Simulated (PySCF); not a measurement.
Species: C₃H₄ClNO.
Z-matrix (Å and degrees, GFN2-xTB geometry), rows numbered from 1:
```
C 
C   1  1.3247
Cl  2  1.7336  1  121.01
C   2  1.5007  1  121.35  3  -179.92
N   4  1.3459  2  115.63  1  -179.87
O   4  1.2117  2  120.83  1     0.12
H   1  1.0755  2  123.19  3    -0.03
H   1  1.0765  2  118.49  3   179.96
H   5  1.0057  4  118.65  2  -179.97
H   5  1.0060  4  121.47  2    -0.08
```

Closed-shell single points with PySCF (density fitting; grid level 2 and gas phase unless stated) on one GFN2-xTB geometry.

Question: Rank these settings by the dipole moment, lowest first.
A. PBE0/pcSseg-1
B. PBE0/def2-TZVP, level shift 0.1 Eh, start guess huckel
C. B3LYP/MINI, IEF-PCM chloroform, energy threshold 1e-08 Eh
D. PBE0/pcSseg-0, energy threshold 1e-07 Eh

Answer: D (1.96 D), A (2.15 D), B (2.23 D), C (2.66 D).

Question: Rank these settings by the HOMO energy, lowest first.
A. B3LYP/MINI, IEF-PCM chloroform, energy threshold 1e-08 Eh
B. CAM-B3LYP/def2-SVPD
C. OPBE/def2-TZVPP
D. PBE0/pcSseg-1

Answer: B (-9.19 eV), A (-8.14 eV), D (-7.78 eV), C (-6.05 eV).

All figures of these runs:

```tsv
settings	basis functions	SCF cycles	E (Eh)	HOMO (eV)	LUMO (eV)	dipole (D)
B3LYP/MINI, IEF-PCM chloroform, energy threshold 1e-08 Eh	38	10	-702.7263	-8.14	-2.78	2.66
PBE0/pcSseg-1	129	15	-706.4224	-7.78	-1.38	2.15
PBE0/pcSseg-0, energy threshold 1e-07 Eh	66	9	-705.3611	-7.74	-1.32	1.96
PBE0/def2-TZVP, level shift 0.1 Eh, start guess huckel	216	14	-706.5789	-7.74	-1.41	2.23
OPBE/def2-TZVPP	253	18	-706.8781	-6.05	-2.22	2.15
CAM-B3LYP/def2-SVPD	162	14	-706.4967	-9.19	-0.42	2.26
```

Cycle counts include a coarse-grid stage where the run had one. Geometry: GFN2-xTB, one conformer.
